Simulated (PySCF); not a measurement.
Compound: C2H4.
Atom-mapped SMILES: `[CH2:1]=[CH2:2]` (hydrogens: H3, H4 on C1; H5, H6 on C2)

Method: PBE0-D3(BJ)/def2-SVP geometry optimisation, gas phase in PySCF; density fitting, grid level 1; the optimiser is geomeTRIC in internal coordinates, started from an MMFF94s structure with every atom displaced at random (about 0.03 Å).

Step 0: E = -2133.5536 eV
```
atom  x, y, z in Å  |  force x, y, z in eV/Å
C1     -0.5938   -0.1545    0.0622   -4.729   5.073   3.064
C2      0.6431    0.0597   -0.0786    5.078   0.936  -0.461
H3     -1.3209    0.6792    0.5499    1.695  -2.015  -0.987
H4     -1.0659   -0.9574   -0.2976   -2.071  -3.660  -1.494
H5      1.2476   -0.7017   -0.5915    0.239   0.232   0.129
H6      1.1531    0.9786    0.2863   -0.213  -0.565  -0.250
```

Step 1: E = -2134.0316 eV
```
atom  x, y, z in Å  |  force x, y, z in eV/Å
C1     -0.6637   -0.0826   -0.0036    0.570  -0.543   0.626
C2      0.6703    0.0937   -0.1079   -0.931  -0.650  -0.060
H3     -1.2436    0.6401    0.6027   -0.043  -0.185  -0.582
H4     -1.1819   -1.0401   -0.3079    0.549   1.066   0.138
H5      1.3128   -0.6923   -0.5345   -0.106   0.282  -0.109
H6      1.1692    0.9852    0.2819   -0.040   0.030  -0.013
```

Step 2: E = -2134.0789 eV
```
atom  x, y, z in Å  |  force x, y, z in eV/Å
C1     -0.6385   -0.0847    0.0995    0.029  -0.944  -0.794
C2      0.6779    0.0571   -0.0731   -0.350   0.544   0.195
H3     -1.3330    0.6360    0.5296    0.262   0.298   0.278
H4     -1.1308   -0.9898   -0.2996    0.095   0.193   0.179
H5      1.2997   -0.6762   -0.5961   -0.134  -0.115   0.105
H6      1.1879    0.9615    0.2704    0.097   0.025   0.036
```

Q: Estimate the geometry and energy of step 3. (The exact step hangs on the optimiser's Hessian estimate; all steps are aligned on step 2, rigid shifts and turns removed.)

A: E = -2134.1058 eV, largest force 0.347 eV/Å
```
atom  x, y, z in Å  |  force x, y, z in eV/Å
C1     -0.6385   -0.1234    0.0844   -0.079   0.222  -0.255
C2      0.6671    0.0726   -0.0689    0.030  -0.128  -0.120
H3     -1.2606    0.6548    0.5265   -0.174  -0.015   0.216
H4     -1.1506   -1.0095   -0.3078    0.077   0.012   0.104
H5      1.2771   -0.6710   -0.5863    0.178  -0.035   0.057
H6      1.1687    0.9805    0.2828   -0.033  -0.056  -0.001
```

The energy changes by -0.0270 eV. The first-order estimate −F·Δx gives -0.0807 eV and the mean of the old and new forces, exact on a quadratic surface, -0.0264 eV. The step makes an angle of 58° with the force vector and moves no atom by more than 0.075 Å.

What follows is the cost of the whole optimisation. Time: 3.6 s; peak memory 0.25 GiB. Hardware: one thread, Intel Xeon Platinum 8375C at 2.90 GHz (x86_64), shared host with 64 logical CPUs at a one-minute load of 14.
